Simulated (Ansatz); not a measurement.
Basis-set extrapolation for C2Cl2F2 (`F/C(Cl)=C(\F)Cl`) (PBE0-D4/def2-TZVP geometry, frozen core, the Gaussian-basis code of Ansatz). Multiplicity 1, RHF reference.

|  | def2-TZVPP | def2-QZVPP |
| --- | --- | --- |
| HF | -1193.689087 | -1193.726481 |
| MP2 correlation | -1.178144 | -1.285904 |
| CCSD(T) correlation | -1.259749 | not run |

Energies in hartree. Use E(X) = E(∞) + A·exp(−7.88·√X) for Hartree–Fock and E(X) = E(∞) + B·X^(−2.97) for correlation, with X = 3 and 4, and add CCSD(T) minus MP2 of the smaller set to the MP2 limit.

What is the CCSD(T) energy at the basis-set limit?

HF limit: -1193.726481 + (-0.037394) × 0.13774 = -1193.73163. MP2 limit: -1.285904 + (-0.107760) × 0.74074 = -1.36573. Higher-order term: -1.259749 − (-1.178144) = -0.08160. Total: -1195.17896 hartree, 604.2 kJ/mol below CCSD(T)/def2-TZVPP.
